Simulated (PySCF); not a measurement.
# Bonding in `CS[SiH2-]`

CH₅SSi (charge -1).
Atom-mapped SMILES: `[CH3:1][S:2][SiH2-:3]` (hydrogens: H4, H5, H6 on C1; H7, H8 on Si3)

Structure used (PBE0-D3(BJ)/def2-SVP), in Å, numbered top down from 1:
```xyz
8
CH5SSi angstrom
C     -1.4339   -0.1255    0.0774
S      0.0003   -0.1159   -1.0401
Si     1.6723    0.3257    0.4355
H     -1.4688   -1.0335    0.7038
H     -2.3575   -0.0901   -0.5261
H     -1.4164    0.7456    0.7528
H      2.5446   -0.9181    0.1174
H      2.4685    1.2213   -0.5453
```

Bond orders from the PBE0/pcSseg-1 density (PySCF). Geometry: PBE0-D3(BJ)/def2-SVP, one conformer, isolated ion. The pcSseg-1 basis has no diffuse functions, a weakness for an anion.

Question: Where do the orders between heavy atoms depart from those drawn in the SMILES?

Answer: The largest departure is 0.220, at S2–Si3 (drawn single, 0.780). Drawn single, order below 0.88: S2–Si3 (0.780). The SMILES, with its formal charges, is one Lewis structure only.

Question: Give the Mayer order of every bond, beside its length.

Answer: 
```json
{"bond": "C1–S2", "drawn as": "single", "length (Å)": "1.818", "Mayer order": "0.997"}
{"bond": "S2–Si3", "drawn as": "single", "length (Å)": "2.273", "Mayer order": "0.780"}
{"bond": "C1–H4", "drawn as": "single", "length (Å)": "1.104", "Mayer order": "0.959"}
{"bond": "C1–H5", "drawn as": "single", "length (Å)": "1.104", "Mayer order": "0.962"}
{"bond": "C1–H6", "drawn as": "single", "length (Å)": "1.102", "Mayer order": "0.955"}
{"bond": "Si3–H7", "drawn as": "single", "length (Å)": "1.552", "Mayer order": "0.885"}
{"bond": "Si3–H8", "drawn as": "single", "length (Å)": "1.549", "Mayer order": "0.890"}
```

Question: Sum the orders of all bonds at each heavy atom with more than one neighbour and set the sums beside the valence in the SMILES.

Answer: C1 3.873 (drawn 4), S2 1.777 (drawn 2), Si3 2.555 (drawn 3). Orders between atoms that aren't bonded are not in these sums.

For a closed shell the Mayer order of atoms A and B is Σ (PS)μν (PS)νμ over the basis functions μ on A and ν on B, with P the density and S the overlap matrix.

These values come from a run that also computed NMR shieldings. On one thread, Arm Neoverse V1 (shared host), this took 4.6 s wall.
